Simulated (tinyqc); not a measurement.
Worked calculation: coupled-perturbed Hartree-Fock on RHF in the sto-3g basis, for H2O, spin multiplicity 1. Computed by tinyqc, a small Python program that keeps every step (integrals from PySCF). Settings: charge = 0, multiplicity = 1, basis = sto-3g, method = RHF, energy threshold = 1e-10, iteration cap = 61, orthogonalisation = canonical, start = Wolfsberg-Helmholz matrix, DIIS depth = 6. Command: `OMP_NUM_THREADS=1 python tinyqc.py 21251 21252 out.jsonl` (the two numbers bound the seeds that draw the settings). One thread of a shared host (Intel(R) Xeon(R) Processor @ 2.60GHz), about 0.2 s of CPU time with the checks. The early iterations of the SCF are left out here.

## One-electron integrals

Geometry (angstrom):
```
atom         x          y         z
O     0.000000   0.000000  0.000000
H     0.000000   0.804000  0.607000
H     0.000000  -0.804000  0.607000
```

Basis sto-3g: exponents (1/bohr^2) and contraction coefficients of normalised primitives:
```
element  l (shell)    exponent  coefficient
O            s (1)  130.709320     0.154329
O            s (1)   23.808861     0.535328
O            s (1)    6.443608     0.444635
O            s (2)    5.033151    -0.099967
O            s (2)    1.169596     0.399513
O            s (2)    0.380389     0.700115
O            p (3)    5.033151     0.155916
O            p (3)    1.169596     0.607684
O            p (3)    0.380389     0.391957
H            s (1)    3.425251     0.154329
H            s (1)    0.623914     0.535328
H            s (1)    0.168855     0.444635
```

Overlap, kinetic and nuclear-attraction integrals over the contracted functions; the nuclear repulsion is the sum of Za Zb / Rab.

nuclear repulsion = 8.73368893 hartree

overlap S, lower triangle:
```
           1O 1s     1O 2s    1O 2px     1O 2py    1O 2pz     2H 1s     3H 1s
1O 1s   1.000000
1O 2s   0.236704  1.000000
1O 2px  0.000000  0.000000  1.000000
1O 2py  0.000000  0.000000  0.000000   1.000000
1O 2pz  0.000000  0.000000  0.000000   0.000000  1.000000
2H 1s   0.047899  0.442451  0.000000   0.299683  0.226253  1.000000
3H 1s   0.047899  0.442451  0.000000  -0.299683  0.226253  0.219479  1.000000
```

kinetic energy T (hartree), lower triangle:
```
            1O 1s     1O 2s    1O 2px     1O 2py    1O 2pz     2H 1s     3H 1s
1O 1s   29.003200
1O 2s   -0.168011  0.808128
1O 2px   0.000000  0.000000  2.528731
1O 2py   0.000000  0.000000  0.000000   2.528731
1O 2pz   0.000000  0.000000  0.000000   0.000000  2.528731
2H 1s   -0.005493  0.105831  0.000000   0.197208  0.148887  0.760032
3H 1s   -0.005493  0.105831  0.000000  -0.197208  0.148887  0.001960  0.760032
```

nuclear attraction V (hartree), lower triangle:
```
             1O 1s       1O 2s     1O 2px      1O 2py      1O 2pz      2H 1s      3H 1s
1O 1s   -61.669030
1O 2s    -7.431755  -10.092398
1O 2px    0.000000    0.000000  -9.944945
1O 2py    0.000000    0.000000   0.000000  -10.086632
1O 2pz   -0.016889   -0.201976   0.000000    0.000000  -10.025705
2H 1s    -1.544722   -3.533184   0.000000   -2.121478   -1.662677  -5.631733
3H 1s    -1.544722   -3.533184   0.000000    2.121478   -1.662677  -1.368188  -5.631733
```

core Hamiltonian H = T + V (hartree), lower triangle:
```
             1O 1s      1O 2s     1O 2px     1O 2py     1O 2pz      2H 1s      3H 1s
1O 1s   -32.665830
1O 2s    -7.599766  -9.284270
1O 2px    0.000000   0.000000  -7.416213
1O 2py    0.000000   0.000000   0.000000  -7.557901
1O 2pz   -0.016889  -0.201976   0.000000   0.000000  -7.496973
2H 1s    -1.550215  -3.427353   0.000000  -1.924270  -1.513790  -4.871701
3H 1s    -1.550215  -3.427353   0.000000   1.924270  -1.513790  -1.366228  -4.871701
```

## Two-electron integrals

Functions are numbered as in S; the eight-fold symmetry (ij|kl) = (ji|kl) = (kl|ij) leaves the list below.

Two-electron integrals (ij|kl) in chemists' order, unique and non-zero (hartree):
```
(11|11) 4.785065    (21|11) 0.741380    (21|21) 0.136873    (22|11) 1.118947
(22|21) 0.256633    (22|22) 0.817206    (31|31) 0.024477    (32|31) 0.037809
(32|32) 0.180518    (33|11) 1.115814    (33|21) 0.256684    (33|22) 0.817023
(33|33) 0.880159    (41|41) 0.024477    (42|41) 0.037809    (42|42) 0.180518
(43|43) 0.047444    (44|11) 1.115814    (44|21) 0.256684    (44|22) 0.817023
(44|33) 0.785270    (44|44) 0.880159    (51|51) 0.024477    (52|51) 0.037809
(52|52) 0.180518    (53|53) 0.047444    (54|54) 0.047444    (55|11) 1.115814
(55|21) 0.256684    (55|22) 0.817023    (55|33) 0.785270    (55|44) 0.785270
(55|55) 0.880159    (61|11) 0.152225    (61|21) 0.027866    (61|22) 0.051912
(61|33) 0.051812    (61|41) 0.001027    (61|42) 0.001921    (61|44) 0.052008
(61|51) 0.000775    (61|52) 0.001451    (61|54) 0.000148    (61|55) 0.051924
(61|61) 0.005747    (62|11) 0.369840    (62|21) 0.085885    (62|22) 0.302744
(62|33) 0.297605    (62|41) 0.005145    (62|42) 0.039285    (62|44) 0.307242
(62|51) 0.003885    (62|52) 0.029659    (62|54) 0.007276    (62|55) 0.303098
(62|61) 0.017826    (62|62) 0.138787    (63|31) 0.008992    (63|32) 0.052327
(63|43) 0.008165    (63|53) 0.006164    (63|63) 0.019793    (64|11) 0.212400
(64|21) 0.049962    (64|22) 0.188061    (64|33) 0.179525    (64|41) 0.011616
(64|42) 0.075439    (64|44) 0.201631    (64|51) 0.001981    (64|52) 0.017449
(64|54) 0.010525    (64|55) 0.182817    (64|61) 0.010829    (64|62) 0.104721
(64|64) 0.097901    (65|11) 0.160357    (65|21) 0.037720    (65|22) 0.141981
(65|33) 0.135537    (65|41) 0.001981    (65|42) 0.017449    (65|44) 0.139898
(65|51) 0.010488    (65|52) 0.065500    (65|54) 0.011457    (65|55) 0.150351
(65|61) 0.008176    (65|62) 0.079062    (65|64) 0.058970    (65|65) 0.064314
(66|11) 0.509020    (66|21) 0.120128    (66|22) 0.485548    (66|33) 0.465907
(66|41) 0.009336    (66|42) 0.098207    (66|44) 0.503053    (66|51) 0.007048
(66|52) 0.074143    (66|54) 0.028044    (66|55) 0.487080    (66|61) 0.025157
(66|62) 0.279988    (66|64) 0.241188    (66|65) 0.182091    (66|66) 0.774606
(71|11) 0.152225    (71|21) 0.027866    (71|22) 0.051912    (71|33) 0.051812
(71|41) -0.001027   (71|42) -0.001921   (71|44) 0.052008    (71|51) 0.000775
(71|52) 0.001451    (71|54) -0.000148   (71|55) 0.051924    (71|61) 0.005656
(71|62) 0.017251    (71|64) 0.009577    (71|65) 0.007918    (71|66) 0.024072
(71|71) 0.005747    (72|11) 0.369840    (72|21) 0.085885    (72|22) 0.302744
(72|33) 0.297605    (72|41) -0.005145   (72|42) -0.039285   (72|44) 0.307242
(72|51) 0.003885    (72|52) 0.029659    (72|54) -0.007276   (72|55) 0.303098
(72|61) 0.017251    (72|62) 0.112076    (72|64) 0.058358    (72|65) 0.062057
(72|66) 0.185065    (72|71) 0.017826    (72|72) 0.138787    (73|31) 0.008992
(73|32) 0.052327    (73|43) -0.008165   (73|53) 0.006164    (73|63) 0.015439
(73|73) 0.019793    (74|11) -0.212400   (74|21) -0.049962   (74|22) -0.188061
(74|33) -0.179525   (74|41) 0.011616    (74|42) 0.075439    (74|44) -0.201631
(74|51) -0.001981   (74|52) -0.017449   (74|54) 0.010525    (74|55) -0.182817
(74|61) -0.009577   (74|62) -0.058358   (74|64) -0.015440   (74|65) -0.031600
(74|66) -0.085685   (74|71) -0.010829   (74|72) -0.104721   (74|74) 0.097901
(75|11) 0.160357    (75|21) 0.037720    (75|22) 0.141981    (75|33) 0.135537
(75|41) -0.001981   (75|42) -0.017449   (75|44) 0.139898    (75|51) 0.010488
(75|52) 0.065500    (75|54) -0.011457   (75|55) 0.150351    (75|61) 0.007918
(75|62) 0.062057    (75|64) 0.031600    (75|65) 0.049277    (75|66) 0.112138
(75|71) 0.008176    (75|72) 0.079062    (75|74) -0.058970   (75|75) 0.064314
(76|11) 0.136210    (76|21) 0.031913    (76|22) 0.121778    (76|33) 0.118988
(76|44) 0.121458    (76|51) 0.002281    (76|52) 0.020580    (76|55) 0.124755
(76|61) 0.006552    (76|62) 0.055044    (76|64) 0.035901    (76|65) 0.035251
(76|66) 0.114163    (76|71) 0.006552    (76|72) 0.055044    (76|74) -0.035901
(76|75) 0.035251    (76|76) 0.026712    (77|11) 0.509020    (77|21) 0.120128
(77|22) 0.485548    (77|33) 0.465907    (77|41) -0.009336   (77|42) -0.098207
(77|44) 0.503053    (77|51) 0.007048    (77|52) 0.074143    (77|54) -0.028044
(77|55) 0.487080    (77|61) 0.024072    (77|62) 0.185065    (77|64) 0.085685
(77|65) 0.112138    (77|66) 0.324576    (77|71) 0.025157    (77|72) 0.279988
(77|74) -0.241188   (77|75) 0.182091    (77|76) 0.114163    (77|77) 0.774606
```

## Orthogonalisation

S = U s U^T; canonical form X = U s^(-1/2), so that X^T S X = 1. Each column of U has its largest component positive (the first on a tie).

eigenvalues of S: 0.375278  0.452468  0.886873  1.000000  1.094018  1.328053  1.863310

X:
```
                1          2          3         4          5          6         7
1O 1s   -0.319177   0.000000   0.749973  0.000000  -0.615987   0.000000  0.160206
1O 2s    1.130978   0.000000  -0.292368  0.000000  -0.298517   0.000000  0.431341
1O 2px   0.000000   0.000000   0.000000  1.000000   0.000000   0.000000  0.000000
1O 2py   0.000000   0.909974   0.000000  0.000000   0.000000   0.686196  0.000000
1O 2pz   0.516498   0.000000   0.652937  0.000000   0.640392   0.000000  0.198110
2H 1s   -0.713069  -0.831279  -0.163235  0.000000   0.133055   0.375578  0.377962
3H 1s   -0.713069   0.831279  -0.163235  0.000000   0.133055  -0.375578  0.377962
```

## Iteration 8 (converged): orbitals

converged F (hartree), lower triangle:
```
             1O 1s      1O 2s     1O 2px     1O 2py     1O 2pz      2H 1s      3H 1s
1O 1s   -20.237678
1O 2s    -5.162616  -2.429715
1O 2px    0.000000   0.000000  -0.387570
1O 2py    0.000000   0.000000   0.000000  -0.285407
1O 2pz   -0.027927  -0.104605   0.000000   0.000000  -0.320831
2H 1s    -1.061820  -0.939618   0.000000  -0.386171  -0.346740  -0.513869
3H 1s    -1.061820  -0.939618   0.000000   0.386171  -0.346740  -0.330539  -0.513869
```

Diagonalise F' = X^T F X, C = X C', fill 5 alpha and 5 beta electrons from the bottom; D = 2 C_occ C_occ^T. Each column has its largest component positive (the first on a tie).

F' = X^T F X (hartree), lower triangle:
```
           1         2          3          4          5          6          7
1   0.075592
2   0.000000  0.678761
3   1.777410  0.000000  -9.007350
4   0.000000  0.000000   0.000000  -0.387570
5  -1.301194  0.000000   8.871918   0.000000  -9.514373
6   0.000000  0.112860   0.000000   0.000000   0.000000  -0.584205
7   0.235994  0.000000  -3.876364   0.000000   4.148024   0.000000  -2.932270
```

orbital energies (hartree): MO1 -20.246305, MO2 -1.242933, MO3 -0.594211, MO4 -0.443644, MO5 -0.387570, MO6 0.554481, MO7 0.688767

coefficients C:
```
              MO1        MO2        MO3        MO4       MO5        MO6        MO7
1O 1s    0.994242  -0.234956   0.000000   0.099479  0.000000  -0.125786   0.000000
1O 2s    0.025588   0.852314   0.000000  -0.515286  0.000000   0.804452   0.000000
1O 2px   0.000000   0.000000   0.000000   0.000000  1.000000   0.000000   0.000000
1O 2py   0.000000   0.000000   0.603152   0.000000  0.000000   0.000000   0.967018
1O 2pz   0.003843   0.111577   0.000000   0.770325  0.000000   0.732518   0.000000
2H 1s   -0.005448   0.154842   0.447523   0.295759  0.000000  -0.764325  -0.794863
3H 1s   -0.005448   0.154842  -0.447523   0.295759  0.000000  -0.764325   0.794863
```

D after iteration 8, lower triangle:
```
            1O 1s      1O 2s    1O 2px     1O 2py    1O 2pz      2H 1s     3H 1s
1O 1s    2.107236
1O 2s   -0.452151   1.985227
1O 2px   0.000000   0.000000  2.000000
1O 2py   0.000000   0.000000  0.000000   0.727586
1O 2pz   0.108473  -0.603481  0.000000   0.000000  1.211729
2H 1s   -0.024753  -0.041132  0.000000   0.539849  0.490172   0.623511
3H 1s   -0.024753  -0.041132  0.000000  -0.539849  0.490172  -0.177596  0.623511
```

## Convergence

Stop when the energy changes by less than 1e-10 hartree and every element of the error matrix X^T (F D S - S D F) X is below 3e-06.

Course of the cycle:
```
iteration   E (hartree)     change  largest element of the error matrix
1          -74.62460836          -                             6.53e-01
2          -74.94355069  -3.19e-01                             1.59e-01
3          -74.96188813  -1.83e-02                             3.82e-02
4          -74.96337631  -1.49e-03                             7.00e-03
5          -74.96345249  -7.62e-05                             1.23e-03
6          -74.96345566  -3.17e-06                             2.03e-05
7          -74.96345566  -1.95e-10                             3.06e-07
8          -74.96345566  -7.11e-14                             8.33e-10
```

PySCF RHF in the same basis = -74.96345566 hartree

Converged in 8 iterations.

## Integrals over molecular orbitals

(pq|rs) = sum C_ip C_jq C_kr C_ls (ij|kl), one index at a time.

one-electron integrals over orbitals h = C^T H C (hartree), lower triangle:
```
            1          2          3          4          5          6          7
1  -32.648542
2    0.561593  -7.622240
3    0.000000   0.000000  -6.231271
4   -0.224759   0.468367   0.000000  -6.864214
5    0.000000   0.000000   0.000000   0.000000  -7.416213
6    0.289445  -1.327231   0.000000  -1.154977   0.000000  -5.309627
7    0.000000   0.000000  -1.734712   0.000000   0.000000   0.000000  -5.580800
```

Two-electron integrals over orbitals (pq|rs), unique and non-zero (hartree):
```
(11|11) 4.745300    (21|11) -0.420629   (21|21) 0.059122    (22|11) 1.008468
(22|21) -0.013800   (22|22) 0.724294    (31|31) 0.010735    (32|31) 0.017301
(32|32) 0.140042    (33|11) 0.784410    (33|21) -0.004476   (33|22) 0.633546
(33|33) 0.618298    (41|11) 0.176812    (41|21) -0.022227   (41|22) 0.014666
(41|33) 0.006100    (41|41) 0.026641    (42|11) -0.135426   (42|21) 0.008778
(42|22) -0.005934   (42|33) 0.006070    (42|41) 0.019001    (42|42) 0.127022
(43|31) -0.003022   (43|32) 0.023533    (43|43) 0.049502    (44|11) 0.981505
(44|21) -0.012759   (44|22) 0.672705    (44|33) 0.587007    (44|41) -0.010587
(44|42) -0.102696   (44|44) 0.758370    (51|51) 0.026017    (52|51) 0.032712
(52|52) 0.146365    (53|53) 0.027819    (54|51) -0.012879   (54|52) -0.045830
(54|54) 0.053392    (55|11) 1.115344    (55|21) -0.011840   (55|22) 0.749064
(55|33) 0.618468    (55|41) 0.004938    (55|42) -0.072775   (55|44) 0.718163
(55|55) 0.880159    (61|11) -0.225730   (61|21) 0.034003    (61|22) -0.001439
(61|33) 0.000288    (61|41) 0.000563    (61|42) 0.020455    (61|44) -0.018021
(61|55) -0.005974   (61|61) 0.029330    (62|11) 0.295256    (62|21) -0.006548
(62|22) 0.139214    (62|33) 0.071643    (62|41) 0.018519    (62|42) 0.024312
(62|44) 0.080776    (62|55) 0.153483    (62|61) 0.007635    (62|62) 0.099255
(63|31) 0.002885    (63|32) -0.040649   (63|43) -0.032140   (63|63) 0.073659
(64|11) 0.234985    (64|21) -0.002631   (64|22) 0.105143    (64|33) 0.044550
(64|41) 0.002130    (64|42) -0.035975   (64|44) 0.125754    (64|55) 0.126640
(64|61) -0.000646   (64|62) 0.061809    (64|64) 0.076882    (65|51) 0.014955
(65|52) 0.056920    (65|54) 0.000677    (65|65) 0.037137    (66|11) 0.791928
(66|21) -0.007128   (66|22) 0.605063    (66|33) 0.563136    (66|41) 0.020094
(66|42) 0.055737    (66|44) 0.546433    (66|55) 0.583625    (66|61) 0.008496
(66|62) 0.094442    (66|64) 0.046794    (66|66) 0.590967    (71|31) 0.014945
(71|32) 0.022658    (71|43) -0.004340   (71|63) 0.003493    (71|71) 0.020853
(72|31) 0.014205    (72|32) 0.045579    (72|43) -0.032648   (72|63) 0.033578
(72|71) 0.018777    (72|72) 0.064164    (73|11) 0.365457    (73|21) -0.007280
(73|22) 0.147670    (73|33) 0.089670    (73|41) -0.000573   (73|42) -0.076237
(73|44) 0.155724    (73|55) 0.194451    (73|61) -0.006485   (73|62) 0.074597
(73|64) 0.085272    (73|66) 0.039863    (73|73) 0.154340    (74|31) -0.009075
(74|32) -0.075502   (74|43) -0.002776   (74|63) 0.048206    (74|71) -0.012500
(74|72) -0.017156   (74|74) 0.069107    (75|53) 0.023813    (75|75) 0.024764
(76|31) 0.008694    (76|32) 0.095371    (76|43) 0.052871    (76|63) -0.066616
(76|71) 0.011619    (76|72) -0.007435   (76|74) -0.058662   (76|76) 0.115283
(77|11) 0.861093    (77|21) -0.009294   (77|22) 0.619083    (77|33) 0.600759
(77|41) 0.003977    (77|42) -0.016389   (77|44) 0.599733    (77|55) 0.620730
(77|61) -0.004725   (77|62) 0.066801    (77|64) 0.045208    (77|66) 0.560230
(77|73) 0.095616    (77|77) 0.612409
```

## Response to a field: uncoupled start

dipole integrals <a|z|i> (bohr):
```
          i1         i2         i3         i4        i5
a6  0.043614  -0.085735   0.000000  -0.503489  0.000000
a7  0.000000   0.000000  -0.650903   0.000000  0.000000
```

Field along z; U_ai = -mu_ai / (e_a - e_i), alpha = -4 sum U_ai mu_ai.

uncoupled U:
```
           i1        i2        i3        i4        i5
a6  -0.002097  0.047699  0.000000  0.504435  0.000000
a7   0.000000  0.000000  0.507338  0.000000  0.000000
```

uncoupled polarisability = 2.353546 bohr^3

## Coupled step 1

U_ai = -(mu_ai + sum_bj [4 (ai|bj) - (ab|ij) - (aj|bi)] U_bj) / (e_a - e_i); alpha = -4 sum U_ai mu_ai.

U after step 1:
```
           i1         i2        i3        i4        i5
a6  -0.000772  -0.028333  0.000000  0.535790  0.000000
a7   0.000000   0.000000  0.461078  0.000000  0.000000
```

polarisability = 2.269944 bohr^3

## Coupled step 2

As before.

U after step 2:
```
           i1         i2        i3        i4        i5
a6  -0.000669  -0.039256  0.000000  0.566742  0.000000
a7   0.000000   0.000000  0.460326  0.000000  0.000000
```

polarisability = 2.326560 bohr^3

## Coupled polarisability

Repeat until U stops changing; compare with -d2E/dF2.

Course of the coupled iterations:
```
step  alpha (bohr^3)
0           2.353546
1           2.269944
2           2.326560
3           2.336595
4           2.341281
5           2.343024
6           2.343760
7           2.344075
8           2.344213
9           2.344275
10          2.344302
11          2.344314
12          2.344320
13          2.344322
14          2.344323
15          2.344324
16          2.344324
17          2.344324
18          2.344324
19          2.344324
20          2.344324
21          2.344324
```

coupled polarisability = 2.344324 bohr^3

finite-field check, fields of +/-0.001 au = 2.344326 bohr^3
